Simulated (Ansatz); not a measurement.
# Several solutions for singlet BP

```xyz
2

B     0.0000    0.0000    0.0000
P     0.0000    0.0000    3.4000
```

Basis set: def2-SVP (spherical functions). Charge 0, multiplicity 1.

UHF was run from several starts with Ansatz (development build ahead of 0.2.0).

| run | program | start | converged | energy (hartree) | <S²> |
| --- | --- | --- | --- | --- | --- |
| A | Ansatz | search for the lowest state | yes | -365.06599 | 2.05 |
| B | Ansatz | stability test followed | yes | -365.06572 | 1.94 |
| C | Ansatz | atomic start, no search | yes | -364.95255 | 0.00 |

Task: Which runs reached the lowest solution of this kind, and what is wrong with the others?

Result: A, B reached the lowest solution found or ended within 0.01 eV of it (a small difference can mark another solution nearby). Converged but too high: C by 3.09 eV. Convergence only shows a stationary point, and even a stable one can lie too high; stability tests and further starts are what find lower ones. Caution: another spin multiplicity may lie lower. Caution: the unrestricted determinant is a mixture of spin states.
